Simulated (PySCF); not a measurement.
Potential energy curve for LiH, singlet.

UHF/cc-pVTZ (PySCF); RHF/cc-pVTZ (PySCF); UKS-PBE0 = PySCF with unrestricted PBE0/cc-pVTZ; RKS-PBE0 = restricted PBE0/cc-pVTZ run with PySCF 2.14.0; UKS-TPSSh = unrestricted TPSSh/cc-pVTZ run with PySCF; RKS-TPSSh = PySCF 2.14.0 with restricted TPSSh/cc-pVTZ; UKS-PBE = unrestricted PBE/cc-pVTZ (PySCF); RKS-PBE = PySCF 2.14.0 with restricted PBE/cc-pVTZ; UKS-B3LYP/6-31G* = PySCF with unrestricted B3LYP/6-31G*, spherical d; RKS-B3LYP/6-31G* = restricted B3LYP/6-31G*, spherical d run with PySCF 2.14.0; UKS-B3LYP/6-311+G** = unrestricted B3LYP/6-311+G**, spherical d run with PySCF 2.14.0; RKS-B3LYP/6-311+G** = restricted B3LYP/6-311+G**, spherical d run with PySCF.

Scanned distances (Å): 1.21, 1.28, 1.35, 1.45, 1.50, 1.54, 1.60, 1.65, 1.69, 1.74, 1.86, 1.99, 2.14, 2.42, 2.63, 2.89, 3.18, 3.55, 3.92, 4.31, 4.75, 5.55, 6.33.

Question: Where does the unrestricted solution first break spin symmetry (<S²> of 0.01 or more)?

Answer: UHF: between 2.14 and 2.42 Å; UKS-PBE0: between 2.63 and 2.89 Å; UKS-TPSSh: between 2.63 and 2.89 Å; UKS-PBE: between 2.63 and 2.89 Å; UKS-B3LYP/6-31G*: between 2.63 and 2.89 Å; UKS-B3LYP/6-311+G**: between 2.63 and 2.89 Å.

```json
[
 {"R / Å": "1.21", "<S²> UHF": "0.00", "E(RHF) − E(UHF) / kJ/mol": "0.0", "<S²> UKS-PBE0": "0.00", "E(RKS-PBE0) − E(UKS-PBE0) / kJ/mol": "0.0", "<S²> UKS-TPSSh": "0.00", "E(RKS-TPSSh) − E(UKS-TPSSh) / kJ/mol": "0.0", "<S²> UKS-PBE": "0.00", "E(RKS-PBE) − E(UKS-PBE) / kJ/mol": "0.0", "<S²> UKS-B3LYP/6-31G*": "0.00", "E(RKS-B3LYP/6-31G*) − E(UKS-B3LYP/6-31G*) / kJ/mol": "0.0", "<S²> UKS-B3LYP/6-311+G**": "0.00", "E(RKS-B3LYP/6-311+G**) − E(UKS-B3LYP/6-311+G**) / kJ/mol": "0.0"},
 {"R / Å": "1.28", "<S²> UHF": "0.00", "E(RHF) − E(UHF) / kJ/mol": "0.0", "<S²> UKS-PBE0": "0.00", "E(RKS-PBE0) − E(UKS-PBE0) / kJ/mol": "0.0", "<S²> UKS-TPSSh": "0.00", "E(RKS-TPSSh) − E(UKS-TPSSh) / kJ/mol": "0.0", "<S²> UKS-PBE": "0.00", "E(RKS-PBE) − E(UKS-PBE) / kJ/mol": "0.0", "<S²> UKS-B3LYP/6-31G*": "0.00", "E(RKS-B3LYP/6-31G*) − E(UKS-B3LYP/6-31G*) / kJ/mol": "0.0", "<S²> UKS-B3LYP/6-311+G**": "0.00", "E(RKS-B3LYP/6-311+G**) − E(UKS-B3LYP/6-311+G**) / kJ/mol": "0.0"},
 {"R / Å": "1.35", "<S²> UHF": "0.00", "E(RHF) − E(UHF) / kJ/mol": "0.0", "<S²> UKS-PBE0": "0.00", "E(RKS-PBE0) − E(UKS-PBE0) / kJ/mol": "0.0", "<S²> UKS-TPSSh": "0.00", "E(RKS-TPSSh) − E(UKS-TPSSh) / kJ/mol": "0.0", "<S²> UKS-PBE": "0.00", "E(RKS-PBE) − E(UKS-PBE) / kJ/mol": "0.0", "<S²> UKS-B3LYP/6-31G*": "0.00", "E(RKS-B3LYP/6-31G*) − E(UKS-B3LYP/6-31G*) / kJ/mol": "0.0", "<S²> UKS-B3LYP/6-311+G**": "0.00", "E(RKS-B3LYP/6-311+G**) − E(UKS-B3LYP/6-311+G**) / kJ/mol": "0.0"},
 {"R / Å": "1.45", "<S²> UHF": "0.00", "E(RHF) − E(UHF) / kJ/mol": "0.0", "<S²> UKS-PBE0": "0.00", "E(RKS-PBE0) − E(UKS-PBE0) / kJ/mol": "0.0", "<S²> UKS-TPSSh": "0.00", "E(RKS-TPSSh) − E(UKS-TPSSh) / kJ/mol": "0.0", "<S²> UKS-PBE": "0.00", "E(RKS-PBE) − E(UKS-PBE) / kJ/mol": "0.0", "<S²> UKS-B3LYP/6-31G*": "0.00", "E(RKS-B3LYP/6-31G*) − E(UKS-B3LYP/6-31G*) / kJ/mol": "0.0", "<S²> UKS-B3LYP/6-311+G**": "0.00", "E(RKS-B3LYP/6-311+G**) − E(UKS-B3LYP/6-311+G**) / kJ/mol": "0.0"},
 {"R / Å": "1.50", "<S²> UHF": "0.00", "E(RHF) − E(UHF) / kJ/mol": "0.0", "<S²> UKS-PBE0": "0.00", "E(RKS-PBE0) − E(UKS-PBE0) / kJ/mol": "0.0", "<S²> UKS-TPSSh": "0.00", "E(RKS-TPSSh) − E(UKS-TPSSh) / kJ/mol": "0.0", "<S²> UKS-PBE": "0.00", "E(RKS-PBE) − E(UKS-PBE) / kJ/mol": "0.0", "<S²> UKS-B3LYP/6-31G*": "0.00", "E(RKS-B3LYP/6-31G*) − E(UKS-B3LYP/6-31G*) / kJ/mol": "0.0", "<S²> UKS-B3LYP/6-311+G**": "0.00", "E(RKS-B3LYP/6-311+G**) − E(UKS-B3LYP/6-311+G**) / kJ/mol": "0.0"},
 {"R / Å": "1.54", "<S²> UHF": "0.00", "E(RHF) − E(UHF) / kJ/mol": "0.0", "<S²> UKS-PBE0": "0.00", "E(RKS-PBE0) − E(UKS-PBE0) / kJ/mol": "0.0", "<S²> UKS-TPSSh": "0.00", "E(RKS-TPSSh) − E(UKS-TPSSh) / kJ/mol": "0.0", "<S²> UKS-PBE": "0.00", "E(RKS-PBE) − E(UKS-PBE) / kJ/mol": "0.0", "<S²> UKS-B3LYP/6-31G*": "0.00", "E(RKS-B3LYP/6-31G*) − E(UKS-B3LYP/6-31G*) / kJ/mol": "0.0", "<S²> UKS-B3LYP/6-311+G**": "0.00", "E(RKS-B3LYP/6-311+G**) − E(UKS-B3LYP/6-311+G**) / kJ/mol": "0.0"},
 {"R / Å": "1.60", "<S²> UHF": "0.00", "E(RHF) − E(UHF) / kJ/mol": "0.0", "<S²> UKS-PBE0": "0.00", "E(RKS-PBE0) − E(UKS-PBE0) / kJ/mol": "0.0", "<S²> UKS-TPSSh": "0.00", "E(RKS-TPSSh) − E(UKS-TPSSh) / kJ/mol": "0.0", "<S²> UKS-PBE": "0.00", "E(RKS-PBE) − E(UKS-PBE) / kJ/mol": "0.0", "<S²> UKS-B3LYP/6-31G*": "0.00", "E(RKS-B3LYP/6-31G*) − E(UKS-B3LYP/6-31G*) / kJ/mol": "0.0", "<S²> UKS-B3LYP/6-311+G**": "0.00", "E(RKS-B3LYP/6-311+G**) − E(UKS-B3LYP/6-311+G**) / kJ/mol": "0.0"},
 {"R / Å": "1.65", "<S²> UHF": "0.00", "E(RHF) − E(UHF) / kJ/mol": "0.0", "<S²> UKS-PBE0": "0.00", "E(RKS-PBE0) − E(UKS-PBE0) / kJ/mol": "0.0", "<S²> UKS-TPSSh": "0.00", "E(RKS-TPSSh) − E(UKS-TPSSh) / kJ/mol": "0.0", "<S²> UKS-PBE": "0.00", "E(RKS-PBE) − E(UKS-PBE) / kJ/mol": "0.0", "<S²> UKS-B3LYP/6-31G*": "0.00", "E(RKS-B3LYP/6-31G*) − E(UKS-B3LYP/6-31G*) / kJ/mol": "0.0", "<S²> UKS-B3LYP/6-311+G**": "0.00", "E(RKS-B3LYP/6-311+G**) − E(UKS-B3LYP/6-311+G**) / kJ/mol": "0.0"},
 {"R / Å": "1.69", "<S²> UHF": "0.00", "E(RHF) − E(UHF) / kJ/mol": "0.0", "<S²> UKS-PBE0": "0.00", "E(RKS-PBE0) − E(UKS-PBE0) / kJ/mol": "0.0", "<S²> UKS-TPSSh": "0.00", "E(RKS-TPSSh) − E(UKS-TPSSh) / kJ/mol": "0.0", "<S²> UKS-PBE": "0.00", "E(RKS-PBE) − E(UKS-PBE) / kJ/mol": "0.0", "<S²> UKS-B3LYP/6-31G*": "0.00", "E(RKS-B3LYP/6-31G*) − E(UKS-B3LYP/6-31G*) / kJ/mol": "0.0", "<S²> UKS-B3LYP/6-311+G**": "0.00", "E(RKS-B3LYP/6-311+G**) − E(UKS-B3LYP/6-311+G**) / kJ/mol": "0.0"},
 {"R / Å": "1.74", "<S²> UHF": "0.00", "E(RHF) − E(UHF) / kJ/mol": "0.0", "<S²> UKS-PBE0": "0.00", "E(RKS-PBE0) − E(UKS-PBE0) / kJ/mol": "0.0", "<S²> UKS-TPSSh": "0.00", "E(RKS-TPSSh) − E(UKS-TPSSh) / kJ/mol": "0.0", "<S²> UKS-PBE": "0.00", "E(RKS-PBE) − E(UKS-PBE) / kJ/mol": "0.0", "<S²> UKS-B3LYP/6-31G*": "0.00", "E(RKS-B3LYP/6-31G*) − E(UKS-B3LYP/6-31G*) / kJ/mol": "0.0", "<S²> UKS-B3LYP/6-311+G**": "0.00", "E(RKS-B3LYP/6-311+G**) − E(UKS-B3LYP/6-311+G**) / kJ/mol": "0.0"},
 {"R / Å": "1.86", "<S²> UHF": "0.00", "E(RHF) − E(UHF) / kJ/mol": "0.0", "<S²> UKS-PBE0": "0.00", "E(RKS-PBE0) − E(UKS-PBE0) / kJ/mol": "0.0", "<S²> UKS-TPSSh": "0.00", "E(RKS-TPSSh) − E(UKS-TPSSh) / kJ/mol": "0.0", "<S²> UKS-PBE": "0.00", "E(RKS-PBE) − E(UKS-PBE) / kJ/mol": "0.0", "<S²> UKS-B3LYP/6-31G*": "0.00", "E(RKS-B3LYP/6-31G*) − E(UKS-B3LYP/6-31G*) / kJ/mol": "0.0", "<S²> UKS-B3LYP/6-311+G**": "0.00", "E(RKS-B3LYP/6-311+G**) − E(UKS-B3LYP/6-311+G**) / kJ/mol": "0.0"},
 {"R / Å": "1.99", "<S²> UHF": "0.00", "E(RHF) − E(UHF) / kJ/mol": "0.0", "<S²> UKS-PBE0": "0.00", "E(RKS-PBE0) − E(UKS-PBE0) / kJ/mol": "0.0", "<S²> UKS-TPSSh": "0.00", "E(RKS-TPSSh) − E(UKS-TPSSh) / kJ/mol": "0.0", "<S²> UKS-PBE": "0.00", "E(RKS-PBE) − E(UKS-PBE) / kJ/mol": "0.0", "<S²> UKS-B3LYP/6-31G*": "0.00", "E(RKS-B3LYP/6-31G*) − E(UKS-B3LYP/6-31G*) / kJ/mol": "0.0", "<S²> UKS-B3LYP/6-311+G**": "0.00", "E(RKS-B3LYP/6-311+G**) − E(UKS-B3LYP/6-311+G**) / kJ/mol": "0.0"},
 {"R / Å": "2.14", "<S²> UHF": "0.00", "E(RHF) − E(UHF) / kJ/mol": "0.0", "<S²> UKS-PBE0": "0.00", "E(RKS-PBE0) − E(UKS-PBE0) / kJ/mol": "0.0", "<S²> UKS-TPSSh": "0.00", "E(RKS-TPSSh) − E(UKS-TPSSh) / kJ/mol": "0.0", "<S²> UKS-PBE": "0.00", "E(RKS-PBE) − E(UKS-PBE) / kJ/mol": "0.0", "<S²> UKS-B3LYP/6-31G*": "0.00", "E(RKS-B3LYP/6-31G*) − E(UKS-B3LYP/6-31G*) / kJ/mol": "0.0", "<S²> UKS-B3LYP/6-311+G**": "0.00", "E(RKS-B3LYP/6-311+G**) − E(UKS-B3LYP/6-311+G**) / kJ/mol": "0.0"},
 {"R / Å": "2.42", "<S²> UHF": "0.34", "E(RHF) − E(UHF) / kJ/mol": "4.0", "<S²> UKS-PBE0": "0.00", "E(RKS-PBE0) − E(UKS-PBE0) / kJ/mol": "0.0", "<S²> UKS-TPSSh": "0.00", "E(RKS-TPSSh) − E(UKS-TPSSh) / kJ/mol": "0.0", "<S²> UKS-PBE": "0.00", "E(RKS-PBE) − E(UKS-PBE) / kJ/mol": "0.0", "<S²> UKS-B3LYP/6-31G*": "0.00", "E(RKS-B3LYP/6-31G*) − E(UKS-B3LYP/6-31G*) / kJ/mol": "0.0", "<S²> UKS-B3LYP/6-311+G**": "0.00", "E(RKS-B3LYP/6-311+G**) − E(UKS-B3LYP/6-311+G**) / kJ/mol": "0.0"},
 {"R / Å": "2.63", "<S²> UHF": "0.61", "E(RHF) − E(UHF) / kJ/mol": "19.0", "<S²> UKS-PBE0": "0.00", "E(RKS-PBE0) − E(UKS-PBE0) / kJ/mol": "0.0", "<S²> UKS-TPSSh": "0.00", "E(RKS-TPSSh) − E(UKS-TPSSh) / kJ/mol": "0.0", "<S²> UKS-PBE": "0.00", "E(RKS-PBE) − E(UKS-PBE) / kJ/mol": "0.0", "<S²> UKS-B3LYP/6-31G*": "0.00", "E(RKS-B3LYP/6-31G*) − E(UKS-B3LYP/6-31G*) / kJ/mol": "0.0", "<S²> UKS-B3LYP/6-311+G**": "0.00", "E(RKS-B3LYP/6-311+G**) − E(UKS-B3LYP/6-311+G**) / kJ/mol": "0.0"},
 {"R / Å": "2.89", "<S²> UHF": "0.78", "E(RHF) − E(UHF) / kJ/mol": "44.8", "<S²> UKS-PBE0": "0.27", "E(RKS-PBE0) − E(UKS-PBE0) / kJ/mol": "3.2", "<S²> UKS-TPSSh": "0.26", "E(RKS-TPSSh) − E(UKS-TPSSh) / kJ/mol": "2.5", "<S²> UKS-PBE": "0.17", "E(RKS-PBE) − E(UKS-PBE) / kJ/mol": "1.1", "<S²> UKS-B3LYP/6-31G*": "0.26", "E(RKS-B3LYP/6-31G*) − E(UKS-B3LYP/6-31G*) / kJ/mol": "2.7", "<S²> UKS-B3LYP/6-311+G**": "0.20", "E(RKS-B3LYP/6-311+G**) − E(UKS-B3LYP/6-311+G**) / kJ/mol": "1.4"},
 {"R / Å": "3.18", "<S²> UHF": "0.88", "E(RHF) − E(UHF) / kJ/mol": "76.9", "<S²> UKS-PBE0": "0.51", "E(RKS-PBE0) − E(UKS-PBE0) / kJ/mol": "13.3", "<S²> UKS-TPSSh": "0.52", "E(RKS-TPSSh) − E(UKS-TPSSh) / kJ/mol": "13.0", "<S²> UKS-PBE": "0.38", "E(RKS-PBE) − E(UKS-PBE) / kJ/mol": "6.5", "<S²> UKS-B3LYP/6-31G*": "0.48", "E(RKS-B3LYP/6-31G*) − E(UKS-B3LYP/6-31G*) / kJ/mol": "12.2", "<S²> UKS-B3LYP/6-311+G**": "0.42", "E(RKS-B3LYP/6-311+G**) − E(UKS-B3LYP/6-311+G**) / kJ/mol": "8.8"},
 {"R / Å": "3.55", "<S²> UHF": "0.95", "E(RHF) − E(UHF) / kJ/mol": "117.2", "<S²> UKS-PBE0": "0.70", "E(RKS-PBE0) − E(UKS-PBE0) / kJ/mol": "30.6", "<S²> UKS-TPSSh": "0.68", "E(RKS-TPSSh) − E(UKS-TPSSh) / kJ/mol": "29.8", "<S²> UKS-PBE": "0.57", "E(RKS-PBE) − E(UKS-PBE) / kJ/mol": "16.6", "<S²> UKS-B3LYP/6-31G*": "0.66", "E(RKS-B3LYP/6-31G*) − E(UKS-B3LYP/6-31G*) / kJ/mol": "28.4", "<S²> UKS-B3LYP/6-311+G**": "0.60", "E(RKS-B3LYP/6-311+G**) − E(UKS-B3LYP/6-311+G**) / kJ/mol": "22.0"},
 {"R / Å": "3.92", "<S²> UHF": "0.97", "E(RHF) − E(UHF) / kJ/mol": "154.2", "<S²> UKS-PBE0": "0.84", "E(RKS-PBE0) − E(UKS-PBE0) / kJ/mol": "49.4", "<S²> UKS-TPSSh": "0.76", "E(RKS-TPSSh) − E(UKS-TPSSh) / kJ/mol": "45.8", "<S²> UKS-PBE": "0.70", "E(RKS-PBE) − E(UKS-PBE) / kJ/mol": "27.7", "<S²> UKS-B3LYP/6-31G*": "0.77", "E(RKS-B3LYP/6-31G*) − E(UKS-B3LYP/6-31G*) / kJ/mol": "45.6", "<S²> UKS-B3LYP/6-311+G**": "0.72", "E(RKS-B3LYP/6-311+G**) − E(UKS-B3LYP/6-311+G**) / kJ/mol": "36.0"},
 {"R / Å": "4.31", "<S²> UHF": "0.99", "E(RHF) − E(UHF) / kJ/mol": "188.5", "<S²> UKS-PBE0": "0.95", "E(RKS-PBE0) − E(UKS-PBE0) / kJ/mol": "68.8", "<S²> UKS-TPSSh": "0.82", "E(RKS-TPSSh) − E(UKS-TPSSh) / kJ/mol": "60.2", "<S²> UKS-PBE": "0.80", "E(RKS-PBE) − E(UKS-PBE) / kJ/mol": "38.7", "<S²> UKS-B3LYP/6-31G*": "0.86", "E(RKS-B3LYP/6-31G*) − E(UKS-B3LYP/6-31G*) / kJ/mol": "62.5", "<S²> UKS-B3LYP/6-311+G**": "0.80", "E(RKS-B3LYP/6-311+G**) − E(UKS-B3LYP/6-311+G**) / kJ/mol": "49.6"},
 {"R / Å": "4.75", "<S²> UHF": "1.00", "E(RHF) − E(UHF) / kJ/mol": "221.7", "<S²> UKS-PBE0": "0.99", "E(RKS-PBE0) − E(UKS-PBE0) / kJ/mol": "88.9", "<S²> UKS-TPSSh": "0.86", "E(RKS-TPSSh) − E(UKS-TPSSh) / kJ/mol": "73.4", "<S²> UKS-PBE": "0.89", "E(RKS-PBE) − E(UKS-PBE) / kJ/mol": "49.8", "<S²> UKS-B3LYP/6-31G*": "0.92", "E(RKS-B3LYP/6-31G*) − E(UKS-B3LYP/6-31G*) / kJ/mol": "79.2", "<S²> UKS-B3LYP/6-311+G**": "0.86", "E(RKS-B3LYP/6-311+G**) − E(UKS-B3LYP/6-311+G**) / kJ/mol": "62.7"},
 {"R / Å": "5.55", "<S²> UHF": "1.00", "E(RHF) − E(UHF) / kJ/mol": "268.8", "<S²> UKS-PBE0": "1.00", "E(RKS-PBE0) − E(UKS-PBE0) / kJ/mol": "115.4", "<S²> UKS-TPSSh": "0.90", "E(RKS-TPSSh) − E(UKS-TPSSh) / kJ/mol": "90.5", "<S²> UKS-PBE": "1.00", "E(RKS-PBE) − E(UKS-PBE) / kJ/mol": "68.0", "<S²> UKS-B3LYP/6-31G*": "0.99", "E(RKS-B3LYP/6-31G*) − E(UKS-B3LYP/6-31G*) / kJ/mol": "102.9", "<S²> UKS-B3LYP/6-311+G**": "0.94", "E(RKS-B3LYP/6-311+G**) − E(UKS-B3LYP/6-311+G**) / kJ/mol": "80.6"},
 {"R / Å": "6.33", "<S²> UHF": "1.00", "E(RHF) − E(UHF) / kJ/mol": "301.4", "<S²> UKS-PBE0": "1.00", "E(RKS-PBE0) − E(UKS-PBE0) / kJ/mol": "131.1", "<S²> UKS-TPSSh": "1.00", "E(RKS-TPSSh) − E(UKS-TPSSh) / kJ/mol": "90.8", "<S²> UKS-PBE": "1.00", "E(RKS-PBE) − E(UKS-PBE) / kJ/mol": "78.2", "<S²> UKS-B3LYP/6-31G*": "1.00", "E(RKS-B3LYP/6-31G*) − E(UKS-B3LYP/6-31G*) / kJ/mol": "117.5", "<S²> UKS-B3LYP/6-311+G**": "1.00", "E(RKS-B3LYP/6-311+G**) − E(UKS-B3LYP/6-311+G**) / kJ/mol": "93.0"}
]
```
